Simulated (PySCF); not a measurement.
**CH5B− (SMILES [BH2-]C) at 5 levels**

Wanted: a comparison of 5 runs (U-wB97X-V/STO-3G, UB2PLYP/STO-3G, UM06-2X/STO-3G, NEVPT2(3,3)/STO-3G, ROCCSD(T)/STO-3G) of CH5B−. The job is set up through a Python script.

The results are computed with PySCF 2.14.0.

## 1. The structure to begin with

CH5B− has 7 atoms, charge -1, and is taken as a doublet. SMILES: `[BH2-]C`. The B1–H3 distance was set to 2.739 Å, away from the relaxed value. At this shape a bond of the SMILES string is far longer than usual.

Bond lengths: B1–C2 1.642 Å, B1–H4 1.245 Å, C2–H5 1.102 Å, C2–H6 1.114 Å, C2–H7 1.102 Å. Angles: B1–C2–H5 112.7°, B1–C2–H6 114.9°, B1–C2–H7 112.6°, C2–B1–H4 113.3°, H5–C2–H6 104.9°, H5–C2–H7 105.8°, H6–C2–H7 104.9°.

## 2. A single-point energy at U-wB97X-V/STO-3G (run 1)

Contents of run.py:

```python
from pyscf import gto, dft

system = gto.Mole()
system.atom = [
    ('B', (-1.488479, 0.053819, -0.035385)),
    ('C', (-0.990999, 1.588429, -0.342725)),
    ('H', (0.566410, -1.652080, 0.572900)),
    ('H', (-2.232109, -0.409621, -0.919385)),
    ('H', (-0.407049, 2.020529, 0.486075)),
    ('H', (-0.341489, 1.700729, -1.240795)),
    ('H', (-1.831449, 2.281199, -0.511455)),
]
system.max_memory = 1860
system.spin = 1
system.verbose = 3
system.basis = 'sto-3g'
system.charge = -1
system.build()

mf = dft.UKS(system)
mf.xc = 'wb97x-v'
mf.grids.level = 5
mf.nlcgrids.level = 1
mf.conv_tol = 1e-10
mf.kernel()
if not mf.converged:
    mf = mf.newton().run(mf.mo_coeff, mf.mo_occ)

energy = mf.e_tot
print('Final energy', energy)
```

On the command line:

```bash
OMP_NUM_THREADS=1 python run.py
```

The program printed:

```text
WARN: HOMO -0.022706462215054 >= LUMO -0.0227064622150541

converged SCF energy = -64.7519954443608  <S^2> = 1.0067911  2S+1 = 2.2421339
Final energy -64.75199544436082
```

It took 32 s on 1 thread of Arm Neoverse V2, shared host; peak memory 0.2 GiB.

## 3. The energy at UB2PLYP/STO-3G (run 2)

Contents of run.py:

```python
from pyscf import gto, dft, mp

mol = gto.Mole()
mol.atom = '''
B   -1.488479   0.053819  -0.035385
C   -0.990999   1.588429  -0.342725
H    0.566410  -1.652080   0.572900
H   -2.232109  -0.409621  -0.919385
H   -0.407049   2.020529   0.486075
H   -0.341489   1.700729  -1.240795
H   -1.831449   2.281199  -0.511455
'''
mol.basis = 'sto-3g'
mol.spin = 1
mol.charge = -1
mol.max_memory = 1860
mol.verbose = 4
mol.build()

mf = dft.UKS(mol)
mf.xc = '0.53*HF + 0.47*B88, 0.73*LYP'
mf.conv_tol = 1e-10
mf.grids.level = 5
mf.kernel()
if not mf.converged:
    mf = mf.newton().run(mf.mo_coeff, mf.mo_occ)

pt = mp.MP2(mf, frozen=2).run()
e_tot = mf.e_tot + 0.27 * pt.e_corr
print('PT2 part  %.8f' % (0.27 * pt.e_corr))
print('E = %.10f Eh' % e_tot)
```

On the command line:

```bash
OMP_NUM_THREADS=1 python run.py
```

The program printed:

```text
PySCF version 2.14.0

[... 58 lines left out ...]
WARN: HOMO -0.0300828411208389 >= LUMO -0.0300828411208388
[... 70 lines left out ...]
converged SCF energy = -64.6020249628949  <S^2> = 1.1167054  2S+1 = 2.3381235
[... 1 line left out ...]
******** <class 'pyscf.mp.ump2.UMP2'> ********
nocc = (np.int64(7), np.int64(6)), nmo = (13, 13)
frozen orbitals 2
E(UMP2) = -64.704140545672  E_corr = -0.102115582777013
E(SCS-UMP2) = -64.7163524306137  E_corr = -0.11432746771879
E_corr(same-spin) = -0.00947449801572301
E_corr(oppo-spin) = -0.0926410847612904
PT2 part  -0.02757121
E = -64.6295961702 Eh
```

It took 6 s on 1 thread of Arm Neoverse V2, shared host; peak memory 0.2 GiB.

Run 3 isn't shown in full; the table further down has it.

## 4. The energy at NEVPT2(3,3)/STO-3G (run 4)

Contents of geometry.xyz:

```xyz
7

B     -1.488479     0.053819    -0.035385
C     -0.990999     1.588429    -0.342725
H      0.566410    -1.652080     0.572900
H     -2.232109    -0.409621    -0.919385
H     -0.407049     2.020529     0.486075
H     -0.341489     1.700729    -1.240795
H     -1.831449     2.281199    -0.511455
```

Contents of job.py:

```python
import numpy
from pyscf import gto, scf, mp, mcscf, mrpt

system = gto.M(
    atom='geometry.xyz',
    max_memory=1860,
    basis='sto-3g',
    spin=1,
    verbose=3,
    charge=-1,
)

myscf = scf.ROHF(system)
myscf.conv_tol = 1e-10
myscf.kernel()
if not myscf.converged:
    myscf = myscf.newton().run(myscf.mo_coeff, myscf.mo_occ)

pt = mp.MP2(scf.addons.convert_to_uhf(myscf)).run()
noons, natorbs = mcscf.addons.make_natural_orbitals(pt)
print('natural occupations', numpy.round(noons[:40], 4))
cas = mcscf.CASSCF(myscf, 3, 3)
cas.fix_spin_(ss=0.75)
cas.natorb = True
cas.kernel(natorbs)
e_pt2 = mrpt.NEVPT(cas).kernel()
e_final = cas.e_tot + e_pt2
print('Final energy', e_final)
```

On the command line:

```bash
OMP_NUM_THREADS=1 python job.py
```

The program printed:

```text
converged SCF energy = -64.2162593120131
E(UMP2) = -64.3106306793032  E_corr = -0.0943713672901428
E(SCS-UMP2) = -64.3226257789591  E_corr = -0.106366466946013
natural occupations [2.     1.9999 1.9916 1.9886 1.987  1.9863 1.9847 1.9672 1.0094 0.025
 0.0133 0.0127 0.0124 0.011  0.0109]
CASSCF energy = -64.2795550379098
CASCI E = -64.2795550379098  E(CI) = -0.949825891248437  S^2 = 0.7500000
Sr    (-1)',   E = -0.00014443053968
Si    (+1)',   E = -0.00017066607898
Sijrs (0)  ,   E = -0.06443297269298
Sijr  (+1) ,   E = -0.00323013866822
Srsi  (-1) ,   E = -0.00266289802677
Srs   (-2) ,   E = -0.00013980860846
Sij   (+2) ,   E = -0.00027225150858
Sir   (0)' ,   E = -0.00500638662082
Nevpt2 Energy = -0.076059552744490
Final energy -64.35561459065428
```

Wall time 0.68 s (1 thread of Arm Neoverse V2, shared host); peak memory 0.12 GiB.

## 5. A single-point energy at ROCCSD(T)/STO-3G (run 5)

Contents of input.py:

```python
from pyscf import gto, scf, cc

mol = gto.M(
    atom='''
B       -1.488479       0.053819      -0.035385
C       -0.990999       1.588429      -0.342725
H        0.566410      -1.652080       0.572900
H       -2.232109      -0.409621      -0.919385
H       -0.407049       2.020529       0.486075
H       -0.341489       1.700729      -1.240795
H       -1.831449       2.281199      -0.511455
''',
    max_memory=1860,
    verbose=3,
    basis='sto-3g',
    spin=1,
    charge=-1,
)

mf = scf.ROHF(mol)
mf.conv_tol = 1e-10
mf.kernel()
if not mf.converged:
    mf = mf.newton().run(mf.mo_coeff, mf.mo_occ)

mycc = cc.CCSD(mf, frozen=2)
mycc.kernel()
e_t = mycc.ccsd_t()
etot = mycc.e_tot + e_t
print('Final energy', etot)
```

On the command line:

```bash
OMP_NUM_THREADS=1 python input.py
```

The program printed:

```text
converged SCF energy = -64.2162593120131

WARN: RCCSD method does not support ROHF method. ROHF object is converted to UHF object and UCCSD method is called.

E(UCCSD) = -64.38066519131112  E_corr = -0.1644058792980607
UCCSD(T) correction = -0.0113219916352529
Final energy -64.39198718294638
```

Run time: 0.88 s. Hardware: 1 thread of Arm Neoverse V2, shared host; peak memory 0.12 GiB.

## 6. Overview of the runs

```
run               level  nlc grid  frozen core orbitals  energy (Eh)  HOMO energy (eV)  LUMO energy (eV)   ⟨S²⟩  wall time
  1    U-wB97X-V/STO-3G         1                     –   -64.751995              4.26             12.16  1.007       32 s
  2      UB2PLYP/STO-3G         –                     2   -64.629596              5.67             11.35  1.117        6 s
  3      UM06-2X/STO-3G         –                     –   -64.758217              5.43             10.99  1.054      9.6 s
  4  NEVPT2(3,3)/STO-3G         –                     –   -64.355615                 –                 –      –     0.68 s
  5    ROCCSD(T)/STO-3G         –                     2   -64.391987                 –                 –  0.750     0.88 s
```

## 7. Outcome

| quantity | value |
| --- | --- |
| run 5: total energy | -64.39199 Eh |
| run 5: correlation energy (2 core orbitals frozen) | -175.7 mEh |
| run 5: (T) correction | -11.32 mEh |
| run 5: ⟨S²⟩ of the reference determinant | 0.750 |
| run 5: T1 diagnostic | 0.178 |

What this shows: Totals of different functionals can't be ranked against each other. In runs 1, 2, 3, 4, 5 the HOMO lies above zero, so the outermost electron may be held by the basis alone. In run 5 the T1 diagnostic is large, so a single reference may not serve. In runs 1, 2, 3, 4, 5 the basis is minimal, so the values are rough. Spin contamination of the reference: run 2 ⟨S²⟩ = 1.12, run 3 ⟨S²⟩ = 1.05, run 1 ⟨S²⟩ = 1.01. All runs together took 49 s, the longest 32 s.
